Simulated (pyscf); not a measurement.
Ga–AsH₂ [singlet] + H₂O → HO–GaH–AsH₂, an insertion (singlet surface; H–O broken, Ga–O, Ga–H formed). Single points on ωB97X-D3(BJ)/def2-SVP structures (PySCF, gas phase). MP2 and CC: frozen core, UHF for open shells. ΔMP2 is the change of the MP2 total energy from the triple- to the quadruple-zeta basis. Energies in kcal/mol from the separated reactants.

Small-basis levels: PySCF, no dispersion term, spherical d functions. AM1 to PM7: differences of heats of formation from MOPAC. GFN2-xTB: tblite. 

```json
[
 {"level": "HF/STO-3G", "barrier": "14.5", "reaction energy": "-89.8"},
 {"level": "HF/6-31G*+LANL2DZ", "barrier": "51.3", "reaction energy": "-29.1"},
 {"level": "SVWN5/6-31G*+LANL2DZ", "barrier": "[?]", "reaction energy": "-39.1"},
 {"level": "B3LYP/STO-3G", "barrier": "-29.8", "reaction energy": "-105.6"},
 {"level": "B3LYP/3-21G", "barrier": "-0.4", "reaction energy": "-63.4"},
 {"level": "M06-2X/6-31G*+LANL2DZ", "barrier": "29.9", "reaction energy": "-35.9"},
 {"level": "B3LYP/6-311+G**+LANL2DZ", "barrier": "28.5", "reaction energy": "-29.5"},
 {"level": "B3LYP/def2-SVP", "barrier": "27.9", "reaction energy": "-27.2"},
 {"level": "GFN2-xTB", "barrier": "0.5", "reaction energy": "-50.6"},
 {"level": "PM3", "barrier": "34.5", "reaction energy": "+24.5"},
 {"level": "PM6", "barrier": "9.2", "reaction energy": "-34.1"},
 {"level": "PM7", "barrier": "[?]", "reaction energy": "-49.4"},
 {"level": "CCSD(T)/def2-TZVPP + ΔMP2(QZVPP)", "barrier": "[?]", "reaction energy": "-27.7"}
]
```

Fill in the missing entries.


- SVWN5/6-31G*+LANL2DZ, barrier: 10.9
- PM7, barrier: -5.2
- CCSD(T)/def2-TZVPP + ΔMP2(QZVPP), barrier: 31.8

Against the last row the barrier runs from -61.5 (B3LYP/STO-3G) to +19.5 kcal/mol (HF/6-31G*+LANL2DZ). At B3LYP/STO-3G, B3LYP/3-21G, PM7 this geometry lies under one side, so the entry may be no barrier of that level: it is a single point on another level's saddle. CCSD(T)/def2-TZVPP + ΔMP2(QZVPP) has limits of its own. On the reactant side the descent ends in a bound adduct (not fully relaxed), 10.0 kcal/mol under the separated species and 42.9 kcal/mol under the saddle at ωB97X-D3(BJ)/def2-TZVP. This is the saddle that the search found; another between the same sides may lie lower. The CCSD(T) − MP2 part came from Ansatz, without density fitting, on the same reference. The frozen core leaves the outer d or s,p core shells of the metals and heavy elements correlated in the MP2 and CC values, and def2-TZVPP describes them poorly, which can shift differences by a few kcal/mol. In the def2 sets elements up to Kr have no core potential.
